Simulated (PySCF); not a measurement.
One of the candidates below gave these computed data.

All candidates are C3H6F2.

- NMR, other nuclei: isotropic shieldings of nuclei other than C and H, by class: 410 (2 F) ppm [GIAO KT3/pcSseg-2]
- 13C NMR: chemical shifts (computed TMS as zero) by class: 80.9 (2 C), 37.0 (1 C) ppm [GIAO KT3/pcSseg-2]
- XPS: C1s 291.3, C1s 293.3 (×2), F1s 692.6 (×2) eV [ΔSCF SCAN, pcX-2 on the ionised atom, pcseg-1 elsewhere, spin-free X2C]
- 1H NMR: chemical shifts (computed TMS as zero) by class: 4.62 (4 H), 1.82 (2 H) ppm [GIAO KT3/pcSseg-2]
- Dipole: 2.00 D [KT3/pcSseg-2]
- Rotational structure: rotational constants A, B, C: 9.133, 3.022, 2.806 GHz [PBE0-D3(BJ)/def2-SVP]

The electronic properties come from PySCF, for the isolated species, density fitting. Levels stand in brackets. Geometry: PBE0-D3(BJ)/def2-SVP, one conformer, isolated molecule. Each NMR value is the plain mean over a class of atoms that symmetry, rotation or inversion makes alike.

Question: Which candidate is it?
A. `C[C@H](F)CF`
B. `FCCCF`
C. `CC(C)(F)F`

Answer: B. It is `FCCCF`. Numbering: `[F:1][CH2:2][CH2:3][CH2:4][F:5]`. Its formula, C3H6F2, gives 0 degrees of unsaturation, so no ring and no π bond. 3 carbons fall into 2 classes; from least to most shielded: sp3 C–F carbon [C2/C4] (80.9 ppm, 2 C), chain CH2 carbon [C3] (37.0 ppm). Hydrogen classes from least to most shielded: 4 H on 2 sp3 C–F carbons, C2/C4 (4.62 ppm), 2 H on a chain CH2 carbon, C3 (1.82 ppm). The other shieldings belong to: 410 ppm, alkyl fluorine [F1/F5]. The core levels belong to: C1s 291.3 eV, chain CH2 carbon [C3]; C1s 293.3 eV, sp3 C–F carbon [C2/C4]; F1s 692.6 eV, alkyl fluorine [F1/F5]. The optimised geometry has point group C2 and is an asymmetric top.

The others, at the same levels:
- `CC(C)(F)F` fails: its computed core binding energies are C1s 291.3 (×2), C1s 295.5, F1s 692.8 (×2) eV, rotational constant A is 5.192 GHz (against 9.133 GHz) and smallest rotational constant is 4.843 GHz (against 2.806 GHz).
- `C[C@H](F)CF` fails: its computed core binding energies are C1s 291.4, C1s 293.4, C1s 293.4, F1s 692.4, F1s 692.7 eV and rotational constant A is 8.574 GHz (against 9.133 GHz).

Each candidate is one conformer, not necessarily the lowest. The conformers computed, where there is a choice (atom-mapped SMILES and torsion angles):
- `[F:1][CH2:2][CH2:3][CH2:4][F:5]`: F1–C2–C3–C4 61°, C2–C3–C4–F5 62°
- `[CH3:1][C@H:2]([F:3])[CH2:4][F:5]`: C1–C2–C4–F5 -173°
